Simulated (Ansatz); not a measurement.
**Which is lower?**

Two relaxed structures of C₂H₅Si (charge +1), singlet (PBE0-D4/def2-TZVP; forces vanish, vibrations not checked).

A:

```xyz
8
angstrom
C -0.7869 0.7928 -1.3036
C -0.0434 0.2426 -0.3145
Si 0.8789 -0.4358 0.9515
H -1.7023 0.3147 -1.6627
H -0.4733 1.7095 -1.8107
H 0.5721 -0.0193 2.3250
H 1.9159 -1.3924 0.5468
H -1.0043 1.1148 -0.0755
```

B:

```
8
angstrom
C -0.7515 0.8512 -1.2536
C -0.1064 0.2851 -0.3212
Si 0.6930 -0.6813 1.0655
H -1.7253 0.4899 -1.6012
H -0.3341 1.7398 -1.7445
H 0.7747 0.2025 2.2409
H 1.9324 -1.2796 0.5409
H -0.4827 -1.6077 1.0731
```

Ansatz 0.2.0; basis: def2-TZVPP; cores frozen in the correlated methods. B3LYP uses VWN-RPA correlation.

Problem. Which structure is lower at CCSD(T), and by how much? (An estimate is asked for; the value comes from the calculation.)

Solution. The calculation gives: B, by 63.0 kJ/mol (electronic energy, against the other). By their contacts, A is C₂H₅Si ([CH3][C][SiH2]), total charge +1 and B is C₂H₅Si ([CH2][C][SiH3]), total charge +1.

All methods give the same order:

```tsv
method	E(B) − E(A) (kJ/mol)
PBE-D4	-56.4
r2SCAN-D4	-64.3
PBE0-D4	-54.3
B3LYP-D4	-70.2
wB97M-V	-62.9
HF	-99.8
MP2	-46.2
CCSD	-67.6
CCSD(T)	-63.0
```

T1 diagnostic: at most 0.023.

Labels in which every atom is bracketed show which atoms are joined, not bond orders.

For scale, one of the runs: CCSD(T)/def2-TZVPP, 174 basis functions, launched by `ansatz run in.yaml --threads 2 --pin off --events-out ev --progress --plain --max-ram 4352MiB`. The run took 24 s on 2 CPU threads of an Arm Neoverse V1 (shared host), with 1.4 GiB of host memory at its peak.
